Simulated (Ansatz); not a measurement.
# FHSSi (SMILES F[Si]S): a rigid scan of the bond length F1–Si2

How does the energy rise as the bond length F1–Si2 leaves its equilibrium value, and do density functionals follow CCSD(T)? No other atom is relaxed.

Computed with Ansatz 0.2.0, Gaussian basis. Level: single points in def2-TZVPP.

Levels: PBE-D4, r2SCAN-D4, PBE0-D4, B3LYP-D4, wB97M-V, Hartree-Fock, MP2, CCSD, CCSD(T). The scan takes 1.454, 1.487, 1.534, 1.590, 1.651, 1.717, 1.788, 1.862, 1.939 Å.

Cores are frozen in the correlated methods. B3LYP uses VWN-RPA correlation.

29 further runs of the same task are left out: 29 set aside as unsound or not needed.

## (1) The starting structure

The minimum, relaxed at PBE0-D4: SMILES `F[Si]S`, 4 atoms, charge 0, spin multiplicity 1.

Atoms are counted from 1 here; the program's logs count them from 0.

Bond lengths: F1–Si2 1.616 Å, Si2–S3 2.154 Å, S3–H4 1.346 Å. Angles: F1–Si2–S3 99.9°, Si2–S3–H4 95.0°.

Coordinates:

```xyz
4
charge 0, multiplicity 1
F    -1.13909   -0.02859    1.06192
Si    0.08129    0.98909    0.76889
S     0.99591   -0.00094   -0.91170
H     0.11739   -1.01987   -0.93941
```

Energies of the minimum (eV), from earlier single points: PBE-D4 -21438.42272, r2SCAN-D4 -21446.89587, PBE0-D4 -21439.86303, B3LYP-D4 -21450.72815, wB97M-V -21447.91684, CCSD(T) -21420.45418.

At the minimum the bond length F1–Si2 is 1.616 Å.

## (2) F1–Si2 = 1.454 Å

Contents of ccsdt-tzvpp/in.yaml:

```yaml
crystal:
  periodic: [false, false, false]
  atoms:
    - {symbol: F, position_ang: [-1.139088, -0.028588, 1.061921]}
    - {symbol: Si, position_ang: [-0.040927, 0.887179, 0.798235]}
    - {symbol: S, position_ang: [0.873699, -0.102854, -0.882354]}
    - {symbol: H, position_ang: [-0.004825, -1.121781, -0.910067]}
basis:
  gaussian: {orbitals: def2-TZVPP}
correlation: {method: ccsd_t}
```

The command line of these runs was not kept.

Further steps of the session: F1–Si2 = 1.487 Å; F1–Si2 = 1.534 Å; F1–Si2 = 1.590 Å; F1–Si2 = 1.651 Å; F1–Si2 = 1.717 Å; F1–Si2 = 1.788 Å; F1–Si2 = 1.862 Å; F1–Si2 = 1.939 Å.

**Question.** What will these runs give? Wanted: highest point, CCSD(T); lowest point, CCSD(T); minimum along the scan, CCSD(T); RMS deviation from CCSD(T); largest T1 diagnostic.

The runs gave:

| quantity | value |
| --- | --- |
| highest point, CCSD(T) | 86.4 kJ/mol at 1.939 Å |
| lowest point, CCSD(T) | 0.0 kJ/mol at 1.616 Å |
| minimum along the scan, CCSD(T) | 1.615 Å |
| curvature there | 30.4 eV/Å² |
| RMS deviation from CCSD(T) | PBE-D4 11.2, r2SCAN-D4 2.6, PBE0-D4 1.4, B3LYP-D4 4.9, wB97M-V 2.3, Hartree-Fock 12.6, MP2 1.0, CCSD 2.7 kJ/mol |
| largest T1 diagnostic | 0.018 |

**Reading.** A polynomial through the near points puts the CCSD(T) minimum 0.001 Å below the PBE0-D4 value. The third derivative is negative, the usual anharmonicity of a bond. Curvature against CCSD(T): PBE-D4 -15 %, Hartree-Fock +14 %. Best along the scan: MP2. Worst: Hartree-Fock. The restricted Hartree–Fock reference is unstable towards an unrestricted one at one or more of these structures.
